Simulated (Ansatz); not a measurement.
# Disiloxane (Si2H6O): vertical ionisation energy

An exercise on one series of results from a longer session: the logs are not shown, and one member is left open.

Computed with Ansatz 0.2.0, Gaussian basis. Level: unrestricted cation, the program's frozen cores in correlated methods.

The runs, in order: UKS PBE-D4/def2-TZVPP; UKS r2SCAN-D4/def2-TZVPP; UKS PBE0-D4/def2-TZVPP; UKS B3LYP-D4/def2-TZVPP; UKS wB97X-V/def2-TZVPP; UKS wB97M-V/def2-TZVPP; UKS B2PLYP/def2-TZVPP; UHF-CCSD(T)/def2-TZVPP; UHF-MP2/def2-QZVPP; extrapolation to the limit; then −ε(HOMO) from the neutral's earlier runs with LDA (SPW92), PBE-D4, revPBE-D4, BLYP-D4, r2SCAN-D4, B97M-V, PBE0-D4, B3LYP-D4, r2SCANh-D4, r2SCAN0-D4, HSE06-D4, BHLYP-D4, CAM-B3LYP-D4, LC-ωPBE, ωB97X-V, ωB97M-V.

## The relaxed structure

All runs share one geometry, relaxed beforehand with PBE0-D4 in a triple-zeta def2 set.

SMILES `[SiH3]O[SiH3]`, 9 atoms, charge 0, spin multiplicity 1.

Atoms are counted from 1 here; the program's logs count them from 0.

Bond lengths: Si1–O2 1.634 Å, Si1–H4 1.487 Å, Si1–H5 1.483 Å, Si1–H6 1.487 Å, O2–Si3 1.634 Å, Si3–H7 1.483 Å, Si3–H8 1.487 Å, Si3–H9 1.487 Å. Angles: O2–Si1–H4 110.2°, O2–Si1–H5 108.3°, O2–Si1–H6 110.2°, H4–Si1–H5 109.6°, H4–Si1–H6 109.0°, H5–Si1–H6 109.6°, Si1–O2–Si3 147.6°, O2–Si3–H7 108.2°, O2–Si3–H8 110.2°, O2–Si3–H9 110.2°, H7–Si3–H8 109.6°, H7–Si3–H9 109.6°, H8–Si3–H9 109.0°.

The first run:

The input, in.yaml:

```yaml
crystal:
  periodic: [false, false, false]
  atoms:
    - {symbol: Si, position_ang: [-0.702291, 1.048814, -0.921045]}
    - {symbol: O, position_ang: [0.432517, 0.094921, -0.234816]}
    - {symbol: Si, position_ang: [0.786741, -1.043850, 0.881570]}
    - {symbol: H, position_ang: [-1.774675, 0.216107, -1.526409]}
    - {symbol: H, position_ang: [-0.049612, 1.862648, -1.974489]}
    - {symbol: H, position_ang: [-1.305207, 1.944980, 0.100382]}
    - {symbol: H, position_ang: [2.234600, -1.349354, 0.789769]}
    - {symbol: H, position_ang: [-0.001164, -2.277734, 0.623467]}
    - {symbol: H, position_ang: [0.467691, -0.542930, 2.244370]}
basis:
  gaussian: {orbitals: def2-TZVPP}
total_charge: 1
magnetization: {spin_polarized: true, initial_magnetization: 1}
hamiltonian: {xc: pbe, dispersion: d4}
```

The run is started by

```console
ansatz run in.yaml --threads 4 --pin off --events-out ev --progress --plain --max-ram 10444MiB
```

Steps of the session up to this table: Cation, UKS PBE-D4/def2-TZVPP; Cation, UKS r2SCAN-D4/def2-TZVPP; Cation, UKS PBE0-D4/def2-TZVPP; Cation, UKS B3LYP-D4/def2-TZVPP; Cation, UKS wB97X-V/def2-TZVPP; Cation, UKS wB97M-V/def2-TZVPP; Cation, UKS B2PLYP (frozen core)/def2-TZVPP; Cation, UHF-CCSD(T)/def2-TZVPP; Cation, UHF-MP2/def2-QZVPP.

One of the session's tables, all rows but one given; the rest of the session is left out.

Orbital estimates, from the neutral's runs:

| functional | −ε(HOMO) (eV) |
| --- | --- |
| LDA (SPW92) | 7.37 |
| PBE-D4 | 7.32 |
| revPBE-D4 | 7.30 |
| BLYP-D4 | 7.25 |
| r2SCAN-D4 | 7.68 |
| B97M-V | 7.82 |
| PBE0-D4 | 8.74 |
| B3LYP-D4 | 8.54 |
| r2SCANh-D4 | 8.20 |
| r2SCAN0-D4 | ? |
| HSE06-D4 | 8.33 |
| BHLYP-D4 | 10.11 |
| CAM-B3LYP-D4 | 10.16 |
| LC-ωPBE | 11.50 |
| ωB97X-V | 11.18 |
| ωB97M-V | 11.03 |

**Question.** Estimate the row for r2SCAN0-D4.

Worked estimate for «−ε(HOMO) (eV)». Against the share of exact exchange, r2SCAN-D4 (0, 7.68), r2SCANh-D4 (0.1, 8.20) give a slope of 5.20 per unit share; at 0.25 the line stands at 8.98.

As computed: −ε(HOMO) (eV): 8.98. In «−ε(HOMO) (eV)» the line misses by 0.00.

Caveats from the session: The cation may have settled in a state other than its lowest; no search over hole states beyond the program's own was made.
